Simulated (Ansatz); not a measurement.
The same path of ClH5Si2 (8 atoms, charge 0, multiplicity 1) was run twice with different band settings. Lost on the way: Si1–Si2, Si1–H6. Made: Si2–H6.

Theory: RKS B3LYP-D4/def2-SVPD in Ansatz.

Relaxed end points:

```xyz
8
Properties=species:S:1:pos:R:3
Si 0.403 -0.005 -0.052
Si 1.020 0.001 2.215
H -0.190 -0.196 3.060
H 1.987 -1.107 2.471
H 1.661 1.303 2.552
H 1.564 0.210 -0.959
Cl -0.936 1.593 -0.368
H -0.303 -1.254 -0.448
```

```xyz
8
Properties=species:S:1:pos:R:3
Si -0.863 0.223 -0.149
Si 1.237 -0.092 2.199
H 0.406 -0.864 3.155
H 2.666 -0.497 2.267
H 1.075 1.370 2.376
H 0.782 -0.470 0.800
Cl 0.231 1.786 -1.146
H -0.327 -0.910 -1.031
```

Common settings: movable images 5; climbing image yes; spring 5.0 eV/Å²; optimiser quadratic models (default); start path through a guess of the saddle point; iteration limit 60; end points relaxed.

| run | force threshold |
| --- | --- |
| 1 | 0.05 eV/Å |
| 2 | 0.5 eV/Å |

Task: What does each run give, and how far can it be trusted?

Result: Run 1: converged after 9 iterations, highest image 2.054 eV above the first end. Neighbouring images differ by up to 1.2 eV, so the band resolves the path poorly. A vibrational analysis at the climbing image gives 2 clearly imaginary modes (536i, 92i cm⁻¹): a point of higher order. A lower path may pass nearby, or the ends, which weren't checked, may share the extra mode.
Run 2: converged after 8 iterations, highest image 2.056 eV above the first end. The threshold of 0.5 eV/Å is loose, so the images may lie well off the minimum-energy path. Another band between the same ends (5 images) ends at a top of the same energy, where a vibrational analysis finds 2 clearly imaginary modes.
The orbitals stay closed-shell, which can raise the energy where a bond breaks towards radicals; this wasn't checked here.
